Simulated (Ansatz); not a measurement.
(NaH)2 ring (Na2H2). The state is a triplet with charge 0. Geometry PBE0-D4/def2-TZVP, that of the neutral singlet; atoms count from 1.

Cartesian coordinates in Å:
```
Na -0.294 0.020 1.372
H -1.346 0.737 -0.298
Na 0.294 -0.019 -1.372
H 1.346 -0.737 0.298
```

At PBE0-D4/def2-TZVP a singlet of charge 0 lies 3.21 eV below the triplet at the same geometry.

Question: Estimate the Mulliken populations from the PBE0/def2-TZVP orbitals of Ansatz.

Answer: 
```csv
atom,charge (e),spin (α − β)
Na1,0.07,0.48
H2,-0.07,0.52
Na3,0.07,0.48
H4,-0.07,0.52
```
Mulliken values depend strongly on the basis.

Question: Where does the spin sit?

Answer: Summed by element: Na 0.96, H 1.04, of 2 unpaired in all. Largest on single atoms: H2 0.52, H4 0.52, Na3 0.48.

Question: And the Mayer bond orders between heavy atoms (over 0.3)?

Answer: Na1–Na3 0.56 (2.81 Å).
